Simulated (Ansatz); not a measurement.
Stepwise reaction of `[OH][AlH][OH]` with hydrogen chloride, as a gas-phase model of exchange steps in deposition or etching. ΔE in kJ/mol; ΔG adds harmonic PBE0-D4 terms to CCSD(T)/CBS, at 1 bar.

Computed with Ansatz on PBE0-D4/def2-TZVP structures; ΔE is electronic, products minus reactants. CCSD(T)/CBS is the MP2 limit (def2-TZVPP, def2-QZVPP) plus CCSD(T) − MP2 in def2-TZVPP, frozen cores. This one scheme is used for every species. DFT in def2-TZVPP. B3LYP here is the variant with VWN-RPA as its local correlation; programs differ in this. One conformer a species, not always the lowest.

```json
{"step": "1", "reaction": "`[OH][AlH][OH]` + HCl → `[OH][AlH][Cl]` + H₂O", "PBE-D4": "-32.1", "B3LYP-D4": "-27.8", "ωB97M-V": "-30.5", "CCSD(T)/CBS": "-32.3", "ΔG(600 K)": "-30.9"}
```

Give the row of step 2, `[OH][AlH][Cl]` + HCl → `[Cl][AlH][Cl]` + H₂O. (Best estimate.)

The calculation gave: 
```
step                                       reaction  PBE-D4  B3LYP-D4  ωB97M-V  CCSD(T)/CBS  ΔG(600 K)
   2  `[OH][AlH][Cl]` + HCl → `[Cl][AlH][Cl]` + H₂O   -22.0     -17.9    -20.3        -23.3      -16.9
```

By hand: ΔE of the 2 steps together at CCSD(T)/CBS.

(-32.3) + (-23.3) = -55.6 kJ/mol, or -27.8 kJ/mol a step.

In ΔE each step is higher than the one before. All are downhill at CCSD(T)/CBS. ΔG lies between -30.9 and -16.9 kJ/mol a step. PBE-D4 differs from CCSD(T)/CBS by 0.2 to 1.3 kJ/mol a step. Isolated molecules leave out the surface, adducts and barriers. Largest T1 diagnostic: 0.012.
